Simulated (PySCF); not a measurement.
**Worked example: correlation energy of SiC, singlet**

Geometry: a PBE0/def2-TZVP stationary point for this spin. The triplet lies 0.1 eV lower here.

| atom | x (Å) | y (Å) | z (Å) |
| --- | --- | --- | --- |
| Si | 0.0000 | 0.0000 | 0.0000 |
| C | 0.0000 | 0.0000 | 1.6358 |

Basis 6-31G; PySCF 2.14.0. Only valence electrons are correlated (noble-gas cores frozen), which leaves 8 electrons in 16 orbitals. R marks a restricted (for open shells ROHF) determinant.

Full CI is exact within this basis and frozen core; it isn't the basis-set limit.

RCCSD has a T1 diagnostic of 0.091 and a largest doubles amplitude of 0.21.

The cluster runs stand on a determinant 0.15 eV above the lowest RHF solution, chosen by a search with trial CCSD; the correlation energy below is counted from it.

| level | total energy (hartree) |
| --- | --- |
| RHF determinant under the cluster runs | -326.457428 |
| RMP2 | -326.629791 |
| RCCSD | -326.652946 |
| RCCSD(T) | -326.669737 |
| RCCSDT | -326.668925 |
| RCCSDT(Q) | -326.672640 |
| full CI | -326.671718 |

Q: What is the correlation energy at full CI, and what share of it do RMP2 and RCCSD(T) recover?

A: E(corr) = -326.671718 − (-326.457428) = -0.214290 hartree = -5.831 eV. RMP2: -0.172363 / -0.214290 = 80.43 %. RCCSD(T): -0.212309 / -0.214290 = 99.08 %.

Q: By how many kcal/mol does RCCSD(T) miss full CI (1 hartree = 627.509 kcal/mol), and which steps make up the rest?

A: -326.669737 − (-326.671718) = 0.001981 hartree = 1.24 kcal/mol. Steps: RCCSDT − RCCSD(T) = 0.51, RCCSDT(Q) − RCCSDT = -2.33, full CI − RCCSDT(Q) = 0.58 kcal/mol. With more than one leading determinant such errors change with state and geometry, and needn't cancel in differences.
